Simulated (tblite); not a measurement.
Species: C₂H₂NO (doublet state).
Bonds: C1–N2 (double), N2–C3, C3–O4 (double). Hydrogens: H5, H6 on C1.
Bond orders are those of one Lewis drawing.

Computed with GFN2-xTB (tblite), gas phase: L-BFGS steps from a force-field or distance-geometry start until the largest atomic force falls under 0.01 eV/Å.

At the end of the run (lengths in Å): N2–C3 1.199, C1=N2 1.319, C3=O4 1.165, C1–H5 1.072, C1–H6 1.075, C1–N2–C3 151.0°, N2–C1–H6 121.5°, N2–C3–O4 169.7°, H5–C1–H6 121.5°.

Task: These geometries were met on the way; a selection of coordinates is given. Order them by energy above the end point, lowest first.
A. N2–C3 1.243, C1=N2 1.394, C3=O4 1.116, C1–H5 1.053, C1–H6 1.074, C1–N2–C3 118.9°, N2–C1–H6 117.3°, N2–C3–O4 178.4°, H5–C1–H6 121.7°
B. N2–C3 1.207, C1=N2 1.322, C3=O4 1.171, C1–H5 1.067, C1–H6 1.060, C1–N2–C3 138.0°, N2–C1–H6 111.1°, N2–C3–O4 171.4°, H5–C1–H6 128.5°
C. N2–C3 1.343, C1=N2 1.271, C3=O4 1.174, C1–H5 1.113, C1–H6 1.108, C1–N2–C3 115.7°, N2–C1–H6 124.5°, N2–C3–O4 176.8°, H5–C1–H6 115.7°
D. N2–C3 1.206, C1=N2 1.334, C3=O4 1.167, C1–H5 1.090, C1–H6 1.084, C1–N2–C3 140.9°, N2–C1–H6 113.2°, N2–C3–O4 168.5°, H5–C1–H6 127.0°
E. N2–C3 1.209, C1=N2 1.334, C3=O4 1.151, C1–H5 1.050, C1–H6 1.059, C1–N2–C3 127.4°, N2–C1–H6 114.4°, N2–C3–O4 178.8°, H5–C1–H6 124.1°

Result: D (0.092 eV), B (0.154 eV), E (0.303 eV), A (0.595 eV), C (1.035 eV).

| step | E above end (eV) | rms distance from the end, all atoms (Å) | largest force (eV/Å) | rms shift of all bonds from the end (Å) |
| --- | --- | --- | --- | --- |
| 9 | 0.092 | 0.125 | 0.785 | 0.012 |
| 8 | 0.154 | 0.174 | 1.161 | 0.009 |
| 6 | 0.303 | 0.286 | 1.287 | 0.016 |
| 2 | 0.595 | 0.355 | 6.531 | 0.046 |
| 0 | 1.035 | 0.372 | 7.450 | 0.072 |

Rows stand in the order of the answer.
